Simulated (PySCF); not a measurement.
Vibration and rotation of PS⁺

RHF-CCSD(T) constants of PS⁺, ¹Σ⁺ (singlet), closed shell (P x2c-SVPall, S x2c-SVPall; spin-free X2C with a Gaussian nucleus (PySCF 2.14); masses 30.9738 and 31.9721 u):

| Quantity | Value |
| --- | --- |
| ωe | 824.8 cm⁻¹ |
| ωexe | 3.31 cm⁻¹ |
| Be | 0.31059 cm⁻¹ |
| αe | 0.00156 cm⁻¹ |
| De to P + S⁺ | 5.67 eV |

Problem. What force constant and bond length do these constants imply?

Solution. Reduced mass μred = 15.733 u; k = 5.8918×10⁻⁷·μred·ωe² (u, cm⁻¹, mdyn/Å) = 6.31 mdyn/Å; Re = √(16.8576/(μred·Be)) (u, cm⁻¹, Å) = 1.857 Å.

Problem. Estimate the centrifugal constant D from the Kratzer relation and find the Dunham coefficient a1.

Solution. D = 4Be³/ωe² = 1.76e-07 cm⁻¹; a1 = −1 − αeωe/(6Be²) = -3.22.

Correlated steps freeze 10 core orbitals. Correlated levels converge slowly with the basis: in double zeta they bind strong bonds too weakly, by up to about 1 eV, and carry superposition errors of some tenths. For an ion De counts to the pair picked by the measured ionisation energies or electron affinities, which need not be the lowest pair at this level. Where the molecule has an RHF reference, its open-shell atoms are computed with UHF. The CCSD T1 diagnostic is raised, a sign that a single reference may not be enough here.
